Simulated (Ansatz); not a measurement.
# CHO radical: geometry and frequencies at several levels

The task here is to estimate one member of a computed series from the others.

Program: Ansatz 0.2.0. Level of theory: the levels named in each step. These are calculated values, not measurements.

## Starting point

Bond lengths: C1–O2 1.180 Å, C1–H3 1.098 Å. Angles: O2–C1–H3 127.3°.

Structure file:

```xyz
3

C    -0.5915   -0.1741    0.1207
O     0.5372    0.1042   -0.0823
H    -1.4793    0.4211   -0.1311
```

The first run:

File input.yaml:

```yaml
crystal:
  periodic: [false, false, false]
  atoms:
    - { symbol: C, position_ang: [-0.58180785, -0.19132833, 0.12886037] }
    - { symbol: O, position_ang: [0.52680314, 0.11061857, -0.08501991] }
    - { symbol: H, position_ang: [-1.47859528, 0.43185975, -0.13663047] }
magnetization:
  spin_polarized: true
  initial_magnetization: 1
basis:
  gaussian: { orbitals: def2-TZVPP }
hamiltonian:
  xc: pbe0
  dispersion: d4
phonons: {}
```

Started as:

```bash
ansatz run input.yaml --threads 2 --pin off --max-ram 5120MiB --backend cpu --events-out ev --progress --plain --runs-dir out
```

Steps of the session up to this table: Frequencies, PBE0-D4/def2-TZVPP; Relaxation, PBE-D4/def2-TZVPP; Frequencies, PBE-D4/def2-TZVPP; Relaxation, r2SCAN-D4/def2-TZVPP; Frequencies, r2SCAN-D4/def2-TZVPP; Relaxation, B3LYP-D4/def2-TZVPP; Frequencies, B3LYP-D4/def2-TZVPP; Relaxation, B2PLYP/def2-TZVPP; Frequencies, B2PLYP/def2-TZVPP.

One of the session's tables, all rows but one given; the rest of the session is left out.

It belongs to the step «Geometries side by side». 

```
               level  C1–O2 (Å)  dipole (D)  highest frequency (cm⁻¹)
  PBE0-D4/def2-TZVPP     1.1687        1.62                      2682
   PBE-D4/def2-TZVPP          ?           ?                         ?
r2SCAN-D4/def2-TZVPP     1.1735        1.56                      2607
 B3LYP-D4/def2-TZVPP     1.1718        1.62                      2646
   B2PLYP/def2-TZVPP     1.1772        1.61                      2700
```

Estimate the missing values for PBE-D4/def2-TZVPP.

**Answer.** C1–O2 (Å): 1.1823; dipole (D): 1.47; highest frequency (cm⁻¹): 2559. In the column «C1–O2 (Å)» it is the highest.
